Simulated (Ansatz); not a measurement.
Worked example: correlation energy of GeN⁺, quintet

Geometry: that of the GeN⁺, triplet, kept fixed. The triplet lies 2.3 eV lower here.

```xyz
2

Ge    0.0000    0.0000    0.0000
N     0.0000    0.0000    1.9011
```

Basis cc-pVTZ; Ansatz 0.2.0. Correlated methods freeze the noble-gas cores and the filled d shells of p-block atoms, which leaves 8 electrons in 58 orbitals. R marks a restricted (for open shells ROHF) determinant, U an unrestricted one. No spin–orbit coupling is included, and no scalar relativity.

Full CI isn't at hand for all of this; UCCSDT(Q) serves as the reference, and is uncertain by the last step of the cluster series or more.

UCCSD has a T1 diagnostic of 0.028 and a largest doubles amplitude of 0.08.

Runs differ by some tens of microhartree through their thresholds and, for an open shell, their frozen cores, so steps under 0.03 kcal/mol mean nothing.

Here the R and U totals at CCSDT(Q) differ by 0.32 kcal/mol, a measure of how far such totals hang on the determinant and its frozen core.

| level | total energy (hartree) |
| --- | --- |
| UHF | -2129.450271 |
| UMP2 | -2129.599323 |
| UCCSD | -2129.629513 |
| UCCSD(T) | -2129.635389 |
| UCCSDT | -2129.636520 |
| UCCSDT(Q) | -2129.636767 |

Question: What is the correlation energy at UCCSDT(Q), and what share of it do UMP2 and UCCSD recover?

Answer: E(corr) = -2129.636767 − (-2129.450271) = -0.186496 hartree = -5.075 eV. UMP2: -0.149052 / -0.186496 = 79.92 %. UCCSD: -0.179242 / -0.186496 = 96.11 %.

Question: By how many kcal/mol does UCCSD(T) miss UCCSDT(Q) (1 hartree = 627.509 kcal/mol), and which steps make up the rest?

Answer: -2129.635389 − (-2129.636767) = 0.001378 hartree = 0.86 kcal/mol. Steps: UCCSDT − UCCSD(T) = -0.71, UCCSDT(Q) − UCCSDT = -0.15 kcal/mol. Differences between like states or geometries often cancel part of this.
